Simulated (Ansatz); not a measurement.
# C₃H₂ClF: up Jacob's ladder to CCSD(T)

An exercise on one series of results from a longer session: the logs are not shown, and one member is left open.

The runs use Ansatz 0.2.0, Gaussian basis; functionals in def2-TZVPP, the program's frozen cores in correlated methods.

Levels to be run: LDA (SPW92), PBE-D4, revPBE-D4, BLYP-D4, r2SCAN-D4, B97M-V, PBE0-D4, B3LYP-D4, r2SCANh-D4, r2SCAN0-D4, HSE06-D4, BHLYP-D4, CAM-B3LYP-D4, LC-ωPBE, ωB97X-V, ωB97M-V, B2PLYP, PBE-QIDH; CCSD(T)/def2-SVP; CCSD(T)/def2-TZVPP; MP2/def2-QZVPP; extrapolation to the limit; RPA on PBE.

## The relaxed structure

An earlier PBE0-D4 in a triple-zeta def2 set relaxation fixed the geometry.

SMILES `FC1=CC1Cl`, 7 atoms, charge 0, spin multiplicity 1.

Atoms are counted from 1 here; the program's logs count them from 0.

Bond lengths: F1–C2 1.299 Å, C2–C3 1.288 Å, C2–C4 1.439 Å, C3–C4 1.503 Å, C3–H6 1.075 Å, C4–Cl5 1.797 Å, C4–H7 1.086 Å. Angles: F1–C2–C3 149.0°, F1–C2–C4 144.3°, C3–C2–C4 66.6°, C2–C3–C4 61.5°, C2–C3–H6 154.3°, C4–C3–H6 144.1°, C2–C4–C3 51.9°, C2–C4–Cl5 120.4°, C2–C4–H7 124.6°, C3–C4–Cl5 119.9°, C3–C4–H7 122.9°, Cl5–C4–H7 107.9°.

Coordinates:

```xyz
7
C3H2ClF
F     0.4160   -2.0945   -0.3344
C     0.2548   -0.8514    0.0069
C     0.1547    0.0333    0.9372
C     0.0007    0.4741   -0.4916
Cl   -1.6236    0.9120   -1.1229
H     0.1239    0.3657    1.9593
H     0.7348    1.0928   -1.0002
```

The first run:

Input file in.yaml:

```yaml
crystal:
  periodic: [false, false, false]
  atoms:
    - {symbol: F, position_ang: [0.415953, -2.094463, -0.334423]}
    - {symbol: C, position_ang: [0.254769, -0.851449, 0.006887]}
    - {symbol: C, position_ang: [0.154652, 0.033261, 0.937234]}
    - {symbol: C, position_ang: [0.000685, 0.474118, -0.491641]}
    - {symbol: Cl, position_ang: [-1.623553, 0.912028, -1.122889]}
    - {symbol: H, position_ang: [0.123879, 0.365720, 1.959336]}
    - {symbol: H, position_ang: [0.734815, 1.092786, -1.000205]}
basis:
  gaussian: {orbitals: def2-TZVPP}
hamiltonian: {xc: lda}
output: {orbitals: {seedname: orbitals}}
```

Among the steps run: LDA; PBE-D4 (GGA); revPBE-D4 (GGA); BLYP-D4 (GGA); r2SCAN-D4 (meta-GGA); B97M-V (meta-GGA); PBE0-D4 (hybrid); B3LYP-D4 (hybrid); r2SCANh-D4 (hybrid); r2SCAN0-D4 (hybrid); HSE06-D4 (hybrid); BHLYP-D4 (hybrid); CAM-B3LYP-D4 (range-separated); LC-ωPBE (range-separated); ωB97X-V (range-separated); ωB97M-V (range-separated); B2PLYP (double hybrid); PBE-QIDH (double hybrid).

One of the session's tables, all rows but one given; the rest of the session is left out.

It belongs to the step «Frontier levels by functional». 

| functional | HOMO (eV) | gap (eV) |
| --- | --- | --- |
| LDA (SPW92) | -6.95 | 5.42 |
| PBE-D4 | -6.80 | 5.55 |
| revPBE-D4 | -6.74 | 5.60 |
| BLYP-D4 | -6.65 | 5.53 |
| r2SCAN-D4 | -7.10 | 6.12 |
| B97M-V | -7.19 | 6.33 |
| PBE0-D4 | -8.16 | 7.99 |
| B3LYP-D4 | -7.92 | 7.48 |
| r2SCANh-D4 | -7.61 | 7.01 |
| r2SCAN0-D4 | -8.33 | 8.30 |
| HSE06-D4 | -7.76 | 7.20 |
| BHLYP-D4 | -9.22 | 10.19 |
| CAM-B3LYP-D4 | -9.48 | 10.47 |
| LC-ωPBE | ? | ? |
| ωB97X-V | -10.45 | 12.61 |
| ωB97M-V | -10.32 | 12.36 |

Estimate the missing values for LC-ωPBE.

The run gave: HOMO (eV): -10.83; gap (eV): 13.07. In the column «HOMO (eV)» it is the lowest.
